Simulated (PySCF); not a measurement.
## Stretching BH

Set-up: PySCF, no relativity, basis sets B def2-TZVPP, H def2-TZVPP. Energies in eV from B + H in their ground configurations at the same level. State: ¹Σ⁺ (singlet), closed shell.

```json
{"R (Å)": "1.067", "ωB97X-V": "-3.234"}
{"R (Å)": "1.117", "ωB97X-V": "-3.435"}
{"R (Å)": "1.167", "ωB97X-V": "-3.551"}
{"R (Å)": "1.204", "ωB97X-V": "-3.593"}
{"R (Å)": "1.241", "ωB97X-V": "-3.604"}
{"R (Å)": "1.278", "ωB97X-V": "-3.589"}
{"R (Å)": "1.328", "ωB97X-V": "-3.536"}
{"R (Å)": "1.390", "ωB97X-V": "-3.429"}
{"R (Å)": "1.464", "ωB97X-V": "-3.258"}
{"R (Å)": "1.564", "ωB97X-V": "-2.982"}
```

Question: Put a parabola through the three lowest points of the ωB97X-V curve and estimate Re, k and ωe (reduced mass 0.9233 u; 1 eV/Å² = 0.16022 mdyn/Å; ωe = 1302.8·√(k/μ) cm⁻¹).

Answer: Through R = 1.204, 1.241, 1.278 Å the second-order coefficient is 9.50 eV/Å², so Re ≈ 1.238 Å, k ≈ 3.04 mdyn/Å and ωe ≈ 2365 cm⁻¹. A polynomial fit of higher order to the unrounded ωB97X-V energies gives Re = 1.237 Å, k = 3.06 mdyn/Å, ωe = 2371 cm⁻¹; anharmonicity and rounding make the difference.

The higher-order fit for each curve: ωB97X-V: Re = 1.237 Å, ωe = 2371 cm⁻¹, De = 3.60 eV.
